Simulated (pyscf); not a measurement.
H₃Si–SH + HF -> H₂S + F–SiH₃ (four-centre exchange; singlet surface; S–Si, F–H broken, H–S, F–Si formed). Single points on ωB97X-D3(BJ)/def2-SVP structures (PySCF, gas phase). MP2 and CC: frozen core, UHF for open shells. ΔMP2 is the change of the MP2 total energy from the triple- to the quadruple-zeta basis. Energies in kcal/mol from the separated reactants.

```json
[
 {"level": "PBE/def2-TZVP", "barrier": "17.3", "reaction energy": "-16.3"},
 {"level": "r²SCAN/def2-TZVP", "barrier": "___", "reaction energy": "-18.2"},
 {"level": "B3LYP-D3(BJ)/def2-TZVP", "barrier": "22.6", "reaction energy": "-18.8"},
 {"level": "PBE0-D3(BJ)/def2-TZVP", "barrier": "21.6", "reaction energy": "-15.3"},
 {"level": "M06-2X/def2-TZVP", "barrier": "24.4", "reaction energy": "-18.9"},
 {"level": "MP2/def2-QZVPP", "barrier": "25.9", "reaction energy": "-16.6"},
 {"level": "CCSD(T)/def2-TZVPP + ΔMP2(QZVPP)", "barrier": "___", "reaction energy": "___"}
]
```

### Question
What belongs in the gaps?

### Answer

- r²SCAN/def2-TZVP, barrier: 19.5
- CCSD(T)/def2-TZVPP + ΔMP2(QZVPP), barrier: 27.4
- CCSD(T)/def2-TZVPP + ΔMP2(QZVPP), reaction energy: -17.2

Of the functionals in the table, M06-2X is closest to CCSD(T)/def2-TZVPP + ΔMP2(QZVPP) in the barrier (3.1 kcal/mol apart) and PBE least close (10.2 kcal/mol); that level has limits of its own. On the reactant side the descent ends in a complex, 5.8 kcal/mol under the separated species and 30.2 kcal/mol under the saddle at ωB97X-D3(BJ)/def2-TZVP. At ωB97X-D3(BJ) the barrier from the zero used here is 24.4 kcal/mol. One saddle was located; it need not be the lowest between these sides. The CCSD(T) − MP2 part came from Ansatz, without density fitting, on the same reference.
